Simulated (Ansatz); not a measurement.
NH3, singlet: reading a ladder of total energies

Geometry: a point of a stretch scan, not a stationary point.

```json
{"atom": "N", "x (Å)": "0.0678", "y (Å)": "0.1199", "z (Å)": "-0.1214"}
{"atom": "H", "x (Å)": "1.0060", "y (Å)": "0.1329", "z (Å)": "0.2590"}
{"atom": "H", "x (Å)": "-0.4151", "y (Å)": "0.9282", "z (Å)": "0.2508"}
{"atom": "H", "x (Å)": "-1.5330", "y (Å)": "-2.7273", "z (Å)": "1.1771"}
```

Basis 6-31G; Ansatz 0.2.0. Only valence electrons are correlated (noble-gas cores frozen), which leaves 8 electrons in 14 orbitals. Prefix R: restricted or restricted open-shell reference.

Full CI is exact within this basis and frozen core; it isn't the basis-set limit.

Runs differ by some tens of microhartree through their thresholds, so steps under 0.03 kcal/mol mean nothing.

```json
{"level": "RHF", "total energy (hartree)": "-55.814942"}
{"level": "RMP2", "total energy (hartree)": "-56.077838"}
{"level": "RCCSD*", "total energy (hartree)": "-56.120647"}
{"level": "RCCSD(T)*", "total energy (hartree)": "-56.145027"}
{"level": "RCCSDT*", "total energy (hartree)": "-56.132217"}
{"level": "RCCSDT(Q)*", "total energy (hartree)": "-56.132529"}
{"level": "RCCSDTQ*", "total energy (hartree)": "-56.132321"}
{"level": "full CI", "total energy (hartree)": "-56.132397"}
```

Q: What is the correlation energy at full CI, and what share of it do RMP2 and RCCSDT recover?

A: E(corr) = -56.132397 − (-55.814942) = -0.317455 hartree = -8.638 eV. RMP2: -0.262896 / -0.317455 = 82.81 %. RCCSDT: -0.317275 / -0.317455 = 99.94 %.

Q: By how many kcal/mol does RCCSD(T) miss full CI (1 hartree = 627.509 kcal/mol), and which steps make up the rest?

A: -56.145027 − (-56.132397) = -0.012630 hartree = -7.93 kcal/mol. Steps: RCCSDT − RCCSD(T) = 8.04, RCCSDT(Q) − RCCSDT = -0.20, RCCSDTQ − RCCSDT(Q) = 0.13, full CI − RCCSDTQ = -0.05 kcal/mol. With more than one leading determinant such errors change with state and geometry, and needn't cancel in differences.

An asterisk marks runs whose energy the program itself flagged as in doubt.
